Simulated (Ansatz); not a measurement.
Start from `CCC(F)(F)F` and change one atom or group to get `FC(F)(F)F`.

Ansatz, PBE0-D4/def2-TZVP geometries, multiplicity 1. 

| property | `CCC(F)(F)F` |
| --- | --- |
| size of the dipole moment (PBE/def2-TZVPP) / D | 2.23 |
| HOMO energy (PBE/def2-TZVPP) / eV | -8.61 |
| LUMO energy (PBE/def2-TZVPP) / eV | 0.42 |
| ideal-gas entropy at 298 K and 1 bar (rigid rotor, harmonic PBE0-D4/def2-TZVP) / J/(mol·K) | 326 |
| HOMO–LUMO gap (ωB97M-V/def2-TZVPP) / eV | 15.24 |
| HOMO energy (ωB97M-V/def2-TZVPP) / eV | -12.63 |

Q: What does the change do to each property? (Estimate.)

A: Ansatz gave: 
```tsv
property	`FC(F)(F)F`	shift
size of the dipole moment (PBE/def2-TZVPP) / D	0.00	-2.23
HOMO energy (PBE/def2-TZVPP) / eV	-10.32	-1.71
LUMO energy (PBE/def2-TZVPP) / eV	1.74	1.32
ideal-gas entropy at 298 K and 1 bar (rigid rotor, harmonic PBE0-D4/def2-TZVP) / J/(mol·K)	261	-65
HOMO–LUMO gap (ωB97M-V/def2-TZVPP) / eV	19.46	4.22
HOMO energy (ωB97M-V/def2-TZVPP) / eV	-15.15	-2.52
```

With PBE0 the HOMO falls by 2.36 eV and the LUMO rises by 1.55 eV, so the gap widens by about 3.91 eV. PBE moves the HOMO by -1.71 eV and ωB97M-V by -2.52 eV. The zero-point energy changes by -168.1 kJ/mol with -18 modes.
